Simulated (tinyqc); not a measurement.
Worked calculation: extended Hueckel theory, for BH3. Computed by tinyqc, a small Python program that keeps every step (integrals from PySCF). Settings: charge = 0, K = 1.5, weighted = 1, multiplicity = 1. Command: `OMP_NUM_THREADS=1 python tinyqc.py 22226 22227 out.jsonl` (the two numbers bound the seeds that draw the settings). One thread of a shared host (Intel(R) Xeon(R) Processor @ 2.60GHz), about 0.01 s of CPU time with the checks.

## Overlaps

Geometry (angstrom):
```
atom          x          y         z
B      0.000000   0.000000  0.024000
H      1.141000   0.000000  0.000000
H     -0.571000   0.988000  0.000000
H     -0.571000  -0.988000  0.000000
```

Parameters chosen for this run:
```
element  shell  Slater exponent   H_ii (eV)
H           1s         1.300000  -13.600000
B           2s         1.300000  -15.200000
B           2p         1.300000   -8.500000
```

Slater orbitals, each expanded in six Gaussians scaled to its exponent.

overlap S:
```
           1B 2s     1B 2px     1B 2py     1B 2pz      2H 1s      3H 1s      4H 1s
1B 2s   1.000000   0.000000   0.000000   0.000000   0.511375   0.511313   0.511313
1B 2px  0.000000   1.000000   0.000000   0.000000   0.545486  -0.272933  -0.272933
1B 2py  0.000000   0.000000   1.000000   0.000000   0.000000   0.472255  -0.472255
1B 2pz  0.000000   0.000000   0.000000   1.000000  -0.011474  -0.011472  -0.011472
2H 1s   0.511375   0.545486   0.000000  -0.011474   1.000000   0.106728   0.106728
3H 1s   0.511313  -0.272933   0.472255  -0.011472   0.106728   1.000000   0.106844
4H 1s   0.511313  -0.272933  -0.472255  -0.011472   0.106728   0.106844   1.000000
```

## Wolfsberg-Helmholz matrix

diagonal H_ii (eV): 1B 2s -15.200000, 1B 2px -8.500000, 1B 2py -8.500000, 1B 2pz -8.500000, 2H 1s -13.600000, 3H 1s -13.600000, 4H 1s -13.600000

K = 1.500000

H_ij = K' S_ij (H_ii + H_jj)/2 for i != j (the diagonal keeps H_ii), with K' = K + D^2 + D^4 (1 - K), D = (H_ii - H_jj)/(H_ii + H_jj), K = 1.5.

H (eV):
```
             1B 2s     1B 2px     1B 2py     1B 2pz       2H 1s       3H 1s       4H 1s
1B 2s   -15.200000   0.000000   0.000000   0.000000  -11.068393  -11.067043  -11.067043
1B 2px    0.000000  -8.500000   0.000000   0.000000   -9.353885    4.680194    4.680194
1B 2py    0.000000   0.000000  -8.500000   0.000000    0.000000   -8.098129    8.098129
1B 2pz    0.000000   0.000000   0.000000  -8.500000    0.196751    0.196716    0.196716
2H 1s   -11.068393  -9.353885   0.000000   0.196751  -13.600000   -2.177257   -2.177257
3H 1s   -11.067043   4.680194  -8.098129   0.196716   -2.177257  -13.600000   -2.179608
4H 1s   -11.067043   4.680194   8.098129   0.196716   -2.177257   -2.179608  -13.600000
```

## Orbitals

valence electrons = 6

Solve H C = S C e through S^(-1/2); fill by pairs from the bottom, a degenerate level sharing its electrons equally; each orbital has its largest coefficient positive (the first on a tie).

orbital energies (eV): -17.964028  -13.824617  -13.823368  -8.502344  5.515073  5.537760  12.297554

occupations: 2.000000  2.000000  2.000000  0.000000  0.000000  0.000000  0.000000

coefficients:
```
             MO1        MO2        MO3        MO4        MO5        MO6        MO7
1B 2s   0.544361   0.000085   0.000000   0.023706   0.000000   0.001141   1.591404
1B 2px  0.000008   0.327203   0.000000   0.000001   0.000000   1.375653  -0.001334
1B 2py  0.000000   0.000000   0.327264   0.000000   1.374966   0.000000   0.000000
1B 2pz  0.000791   0.000000   0.000000   0.999621   0.000000  -0.000033  -0.040954
2H 1s   0.266517   0.640549   0.000000  -0.007879   0.000000  -1.040641  -0.839689
3H 1s   0.266508  -0.320329   0.554832  -0.007874  -0.900256   0.519533  -0.840832
4H 1s   0.266508  -0.320329  -0.554832  -0.007874   0.900256   0.519533  -0.840832
```

sum of one-electron energies = -91.224026 eV

## Mulliken analysis

P = C n C^T; charge = valence electrons (H 1, B 3) minus the sum of (P S)_ii on the atom; overlap population = 2 sum P_ij S_ij between two atoms.

charges: 1B 0.847842, 2H -0.282489, 3H -0.282676, 4H -0.282676

Overlap populations:
```
pair      value
2-1    0.754185
3-1    0.754078
3-2   -0.057274
4-1    0.754078
4-2   -0.057274
4-3   -0.057355
```
